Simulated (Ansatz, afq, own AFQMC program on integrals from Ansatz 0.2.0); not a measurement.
**Where AFQMC and coupled cluster stand for GeH3, doublet**

```xyz
4

Ge   -0.0018    0.0031   -0.0176
H     1.4632    0.0200    0.4537
H    -0.6125    1.0323    0.3636
H    -0.7210   -1.2747    0.4500
```

Basis 6-31G. Only valence electrons are correlated. Ansatz 0.2.0 and our own AFQMC program on the same integrals; the CISD trial comes from CCSD amplitudes, and released means the phaseless constraint is let go. Free projection: walkers drawn from exp(T), propagated without any constraint. Its projection time is finite, and what remains of the start isn't in its error. Uncertainties: one standard error, sampling alone. No spin–orbit coupling.

Determinant: UHF, the one that the program's search chose, which needn't be the lowest solution. The geometry is a point of a scan.

Full CI on the same integrals is exact in this basis and with this determinant's frozen core.

Cautions: no relativity below Rb; no spin-orbit coupling; inner d shell frozen.

* T1 diagnostic: 0.0085
* weight of the determinant in the CISD state: 0.954
* ⟨S²⟩ of the determinant: 0.755
* size of the correlated space: 7 electrons in 21 orbitals

| level | correlation energy (eV) |
| --- | --- |
| MP2 | -1.2950 |
| CCSD | -1.7903 |
| CCSD(T) | -1.8109 |

Task: Estimate where full CI lies against CCSD(T) on the same integrals.

Result: 0.29 mEh below CCSD(T).

Reference: full CI, correlation energy -1.819 eV. The released energy is read at 2.40 1/Eh (meV from the phaseless value at times in 1/Eh: -0.1 ± 0.4 at 0.24, -0.2 ± 0.4 at 0.51, -0.39 ± 0.22 at 0.99, -0.4 ± 0.3 at 1.62, -0.47 ± 0.24 at 2.40).

```json
{"level": "CCSD(T)", "E − E(reference) (mEh)": "0.29", "share of correlation (%)": "99.57"}
{"level": "ph-AFQMC/HF", "E − E(reference) (mEh)": "0.64 ± 0.38", "share of correlation (%)": "99.04"}
{"level": "ph-AFQMC/CISD", "E − E(reference) (mEh)": "0.02 ± 0.02", "share of correlation (%)": "99.96"}
{"level": "released AFQMC", "E − E(reference) (mEh)": "0.01 ± 0.009", "share of correlation (%)": "99.99"}
{"level": "free AFQMC", "E − E(reference) (mEh)": "-0.01 ± 0.009", "share of correlation (%)": "100.01"}
```

Free projections are given only where their last times agree within the noise and don't stop above the reference; a slow remainder of the start can still hide under it. A walk keeps the symmetry of its determinant, which the program's search chose and which needn't be the lowest solution, so a lower state of the same spin and another symmetry isn't excluded. Released energies are given only where the last usable release times agree within the noise; a slower fall can still hide under it.
